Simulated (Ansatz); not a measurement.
Basis sets compared for (LiH)3 ring (Li₃H₃). Charge 0, multiplicity 1. Geometry r2SCAN-D4/def2-TZVP. Ansatz on 4 threads of Arm Neoverse V2 on a shared host; times are rough, and most runs start from earlier orbitals.

| atom | x (Å) | y (Å) | z (Å) |
| --- | --- | --- | --- |
| Li1 | -0.582 | 0.852 | -1.259 |
| H2 | -0.807 | 1.576 | 0.281 |
| Li3 | -0.151 | 0.578 | 1.514 |
| H4 | 0.640 | -0.939 | 1.386 |
| Li5 | 0.733 | -1.431 | -0.255 |
| H6 | 0.166 | -0.637 | -1.667 |

Binding counts from free atoms (Li doublet, H doublet) in the same basis, without a counterpoise term.

```csv
level,functions,energy (Eh),HOMO (eV),LUMO (eV),binding per atom (eV),wall time
PBE-D4/def2-SVP,42,-24.2704,-5.19,-0.49,1.87,0.3 s
PBE0-D4/def2-SVP,42,-24.2901,-6.39,-0.01,1.86,0.25 s
```

Question: Estimate the rows for PBE-D4/def2-TZVP, PBE0-D4/def2-TZVP.

Answer: 
```tsv
level	functions	energy (Eh)	HOMO (eV)	LUMO (eV)	binding per atom (eV)	wall time
PBE-D4/def2-TZVP	60	-24.2895	-5.30	-0.77	1.84	0.25 s
PBE0-D4/def2-TZVP	60	-24.3074	-6.49	-0.17	1.83	0.35 s
```
